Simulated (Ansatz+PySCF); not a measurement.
The numbers below are computed, except where a source is named.
**Several solutions for singlet MgO**

```yaml
atoms:
  - { symbol: Mg, position_ang: [-0.0058, -0.0023, -0.7068] }
  - { symbol: O, position_ang: [0.0083, 0.0021, 1.0434] }
```

Basis set: def2-SVP (spherical functions). Charge 0, multiplicity 1.

UHF was run from several starts with Ansatz (development build ahead of 0.2.0) and PySCF 2.14.0.

| run | program | start | converged | energy (hartree) | <S²> |
| --- | --- | --- | --- | --- | --- |
| A | Ansatz | atomic start, no search | yes | -274.20297 | 0.00 |
| B | PySCF | guess huckel, instabilities followed | yes | -274.29433 | 1.01 |
| C | PySCF | program defaults | yes | -274.20297 | 0.00 |
| D | Ansatz | search for the lowest state | yes | -274.29433 | 1.01 |
| E | PySCF | guess atom, instabilities followed | yes | -274.29433 | 1.01 |
| F | PySCF | guess minao, instabilities followed | yes | -274.29433 | 1.01 |
| G | PySCF | guess 1e, instabilities followed | yes | -274.29433 | 1.01 |
| H | Ansatz | stability test followed | yes | -274.29433 | 1.01 |

Which runs reached the lowest solution of this kind, and what is wrong with the others?

B, D, E, F, G, H reached the lowest solution found. Converged but too high: A by 2.49 eV, C by 2.49 eV. Convergence only shows a stationary point, and even a stable one can lie too high; stability tests and further starts are what find lower ones. Caution: the unrestricted determinant is a mixture of spin states.
